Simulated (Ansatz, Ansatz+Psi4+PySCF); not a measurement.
```json
{"atom": "C", "x (Å)": "0.0000", "y (Å)": "0.0007", "z (Å)": "-0.6453"}
{"atom": "O", "x (Å)": "-0.0001", "y (Å)": "0.0000", "z (Å)": "0.4845"}
```

Basis set: cc-pVTZ (spherical functions). Correlated methods keep 2 orbitals frozen. Charge 0, multiplicity 1.

Computed with Ansatz (development build ahead of 0.2.0); each method stands on the lowest determinant of its kind that the runs found. Restricted open shells among the atoms or ions are ROHF, correlated in semicanonical orbitals with singles.

The atomization energy at this shape (free ground-state atoms in the same class of orbitals less the molecule, no zero-point energy) of singlet CO:

```json
{"method": "RHF-MP2", "atomization energy": "11.48 eV"}
```

(1) What does RHF give?

Answers

(1) 7.83 eV.
